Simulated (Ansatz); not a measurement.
# What AlBH6S (SMILES [BH3-][SH2+].[AlH]) costs in Ansatz

AlBH6S: 9 atoms, total charge 0, spin state singlet. SMILES: `[BH3-][SH2+].[AlH]`. The shape comes from GFN2-xTB, which is rough for such elements, and wasn't checked as a minimum.

```xyz
9

B     0.0771   -0.9156   -0.8611
S     0.9371   -0.0218    0.7515
H    -0.8968   -0.2396   -1.0467
H    -0.1439   -2.0165   -0.4969
H     0.9034   -0.8111   -1.6968
H     0.1032   -0.4805    1.6905
H     1.8009   -1.0683    0.9846
Al   -0.9595    2.1309    0.5352
H    -1.8214    3.4225    0.1398
```

Program: Ansatz 0.2.0. Hardware: 1 thread of Intel Xeon at 2.50GHz (Skylake/Cascade Lake), shared host, so times are rough. Ansatz fits the integrals of SCF and DFT runs by default. Its times include its search for lower SCF states.

(1) Estimate their order by wall time, quickest first.
A. energy at SVWN5/def2-SVP
B. energy at wB97M-V/def2-SVP
C. energy at revPBE0-D4/6-311+G** (Cartesian d past Ne)

Answers

(1) A (2.8 s), C (7.2 s), B (20 s).
